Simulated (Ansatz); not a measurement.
# HS (quartet): from Hartree-Fock to the top rungs, def2-QZVPP

The task here is to estimate one member of a computed series from the others.

Program: Ansatz 0.2.0, Gaussian basis. Level of theory: def2-QZVPP, core rule «outside noble gas», up to 5 orbitals frozen. These are calculated values, not measurements.

The runs, in order: UHF; ROHF; CCSD(T) on UHF.

2 further runs of the same task are left out: 2 set aside as unsound or not needed.

## The geometry

The geometry is a PBE0/def2-TZVP stationary point (not a proven minimum) of the parent state, kept for this charge and spin.

2 atoms, charge 0, spin multiplicity 4.

Atoms are counted from 1 here; the program's logs count them from 0.

Bond lengths: S1–H2 1.346 Å.

The first run:

Contents of in.yaml:

```yaml
crystal:
  periodic: [false, false, false]
  atoms:
    - {symbol: S, position_ang: [0.000000, 0.000000, 0.000000]}
    - {symbol: H, position_ang: [0.000000, 0.000000, 1.345800]}
basis:
  gaussian: {orbitals: "def2-QZVPP.json"}
magnetization: {spin_polarized: true, initial_magnetization: 3}
hamiltonian: {xc: hf}
output: {orbitals: {seedname: orbitals}}
```

Started as:

```
ansatz run in.yaml --threads 1 --pin off --events-out ev --progress --plain --max-ram 2393MiB
```

Among the steps run: UHF; ROHF; CCSD(T) on UHF.

One table of the session follows, with a row left open; its other results are not shown here.

```
  method  from UCCSD(T) (meV)
    ROHF                    ?
     UHF              +4724.5
    UMP2               +803.9
   UCCSD               +177.5
UCCSD(T)                    0
```

Estimate the missing values for ROHF.

**Answer.** from UCCSD(T) (meV): +4874.5. In the column «from UCCSD(T) (meV)» it is the highest.
